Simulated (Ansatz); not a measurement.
# CrAgO2: experiment and calculation

**Measured values to compare with.**

From “Magneto-elastic coupling and unconventional magnetic ordering in triangular multiferroic AgCrS2”, 2010, arxiv:1009.2616, for a bulk crystal of CrAgO2: lattice constant a 2.9843 ± 0.0004 Å.

The runs below are set against these values where they give the same quantity.

These are results of Ansatz 0.2.0, DFT r2SCAN, scalar-relativistic, plane waves, PAW, not measurements.

Settings: cutoff 500 eV, Γ-centred mesh 12×12×12 on the computed 4-atom cell, Gaussian smearing of 0.02 eV; collinear spin from starting moments 2.69 0 0 0 μB.

Relaxed structure, symmetry kept:

```cif
data_structure
_symmetry_space_group_name_H-M 'R-3m:H'
_symmetry_Int_Tables_number 166
_cell_length_a 2.9904
_cell_length_b 2.9904
_cell_length_c 18.5529
_cell_angle_alpha 90.000
_cell_angle_beta 90.000
_cell_angle_gamma 120.000
_cell_volume 143.68
loop_
_atom_site_label
_atom_site_type_symbol
_atom_site_symmetry_multiplicity
_atom_site_Wyckoff_symbol
_atom_site_fract_x
_atom_site_fract_y
_atom_site_fract_z
_atom_site_occupancy
Cr1 Cr 3 b 0.66667 0.33333 0.83333 1
Ag1 Ag 3 a 0.00000 0.00000 0.00000 1
O1 O 6 c 0.33333 0.66667 0.77989 1
```

| Item | Value |
| --- | --- |
| Space group | R-3m (No. 166) |
| Volume per atom | 11.97 Å³ |
| Formation energy from the elements' standard states (uncorrected) | -1.666 eV/atom |
| Generalised Kohn–Sham band gap | 1.24 eV, indirect from (-0.005, 0.375, -0.380) to Γ |
| Löwdin character of the top 1 eV of the valence band | Cr 3d 70 %, O 2p 19 % |
| Löwdin character of the lowest 1 eV of the conduction band | Ag 5s 31 %, Cr 3d 24 %, O 2p 16 %, Ag 4d 12 %, O 2s 8 %, unprojected 8 % |
| Electron masses at the edge by Cartesian direction of the standard setting (m_e; degenerate bands sorted by energy; no spin-orbit coupling) | x: 1.5; y: 1.5; z: 0.26 |
| Hole masses at the edge by Cartesian direction of the standard setting (m_e; degenerate bands sorted by energy; no spin-orbit coupling) | x: 2.5; y: 2.5; z: 3.1 |
| Bader charges (e) | Cr (1 in the cell) 1.84, Ag (1 in the cell) 0.52, O (2 in the cell) -1.18 |
| Total moment | 3.00 μB per cell |
| Site moments (μB; atoms counted from 1 over the whole cell) | Cr (atom 1) 2.44 |

The state reached may not be the lowest one.

Only this magnetic start was tried.

Measured lattice constant a of CrAgO2: 2.9843 Å (quoted in the paper above). This calculation gives 2.990 Å (+0.2 %). The calculation is for 0 K without zero-point motion. The calculated magnetic order may not be the real one, and cell, gap and energy hang on it, so these differences aren't the functional's alone.

Cost: 3 runs of about 5.7 core-minutes in all, on Intel Xeon Platinum 8259CL (Skylake/Cascade Lake) (shared hosts).